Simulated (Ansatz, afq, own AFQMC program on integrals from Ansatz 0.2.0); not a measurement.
SiHS2, doublet in cc-pVDZ, levels against CCSDT(Q)

```yaml
atoms:
  - { symbol: Si, position_ang: [0.0000, -0.8277, 0.1141] }
  - { symbol: S, position_ang: [0.0000, 0.5109, -1.8671] }
  - { symbol: S, position_ang: [0.0000, 0.2867, 1.7635] }
  - { symbol: H, position_ang: [0.0000, -2.3083, 0.1141] }
```

Connectivity, by distances: S–SiH–S.

Basis cc-pVDZ. Noble-gas cores (and the filled d shells of Ga–Kr and In–Xe) are frozen. Ansatz 0.2.0 and our own AFQMC program on the same integrals; the CISD trial comes from CCSD amplitudes, and released means the phaseless constraint is let go. ± is one standard error of the sampling.

Determinant: UHF, the one that the program's search chose, which needn't be the lowest solution. The geometry is a point of a scan.

No full CI on the walks' own integrals is used here; CCSDT(Q) serves as the reference and is uncertain by about the last step of the cluster series.

The T1 diagnostic is 0.0266 and the weight of the determinant in the CISD state is 0.806. The ⟨S²⟩ of the determinant is 0.762 and the size of the correlated space is 17 electrons in 44 orbitals.

```
  level  correlation energy (eV)
    MP2                  -8.7434
   CCSD                  -9.8042
CCSD(T)                 -10.2048
```

Question: Estimate where phaseless AFQMC with a CISD trial lies against CCSD(T) on the same integrals.

Answer: 62.6 ± 6.2 meV below CCSD(T).

Reference: CCSDT(Q), correlation energy -10.308 eV. The released energy is read at 0.99 1/Eh, later times being too noisy (meV from the phaseless value at times in 1/Eh: -15 ± 7 at 0.24, -10 ± 7 at 0.51, -18 ± 9 at 0.99, -17 ± 13 at 1.50).

| level | E − E(reference) (meV) | share of correlation (%) |
| --- | --- | --- |
| CCSD(T) | 102.8 | 99.00 |
| CCSDT | 43.5 | 99.58 |
| ph-AFQMC/CISD | 40.2 ± 6.2 | 99.61 |
| released AFQMC | 22.1 ± 9.5 | 99.79 |

A walk keeps the symmetry of its determinant, which the program's search chose and which needn't be the lowest solution, so a lower state of the same spin and another symmetry isn't excluded. Released energies are given only where the last usable release times agree within the noise; a slower fall can still hide under it.
